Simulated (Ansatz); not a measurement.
Geometry optimisation, RKS PBE0/def2-SVP in Ansatz.

Input file:

```yaml
crystal:
  periodic: [false, false, false]
  atoms:
    - { symbol: O, position_ang: [0.35592, -1.60393, 0.82682] }
    - { symbol: S, position_ang: [-0.00751, -0.45002, 0.10558] }
    - { symbol: O, position_ang: [-0.9223, -0.51274, -0.98692] }
    - { symbol: O, position_ang: [-0.56005, 0.63809, 1.11453] }
    - { symbol: O, position_ang: [1.30236, 0.26427, -0.42718] }
    - { symbol: H, position_ang: [-1.28117, 1.08746, 0.67706] }
    - { symbol: H, position_ang: [1.11274, 0.57687, -1.30989] }
basis:
  gaussian: { orbitals: def2-SVP }
hamiltonian:
  xc: pbe0
relax:
  f_tol: 0.02
  max_steps: 50
```

Command:

```bash
$ ansatz run input.yaml --threads 2 --pin off --max-ram 3072MiB --backend cpu --events-out ev --progress --plain --runs-dir out
```

Problem. Where does it end, and by what steps?

Solution. The forces met the threshold. After 8 steps the energy has fallen by 0.091 eV; H6 moved furthest, 0.06 Å.

```
step  energy less start (eV)  largest force component (eV/Å)  accepted
   0                  0.0000                           1.383       yes
   1                 -0.0580                           0.667       yes
   2                 -0.0839                           0.261       yes
   3                 -0.0865                           0.175       yes
   4                 -0.0893                           0.057       yes
   5                 -0.0903                           0.045       yes
   6                 -0.0911                           0.043       yes
   7                 -0.0914                           0.039       yes
   8                 -0.0914                           0.003       yes
```

```xyz
7
Properties=species:S:1:pos:R:3
O 0.387 -1.606 0.867
S -0.027 -0.480 0.090
O -0.954 -0.543 -1.021
O -0.583 0.612 1.128
O 1.313 0.233 -0.440
H -1.254 1.146 0.675
H 1.117 0.638 -1.299
```

The run took 13 s on 2 threads of Arm Neoverse V2, on a shared host, peak memory 0.16 GiB.
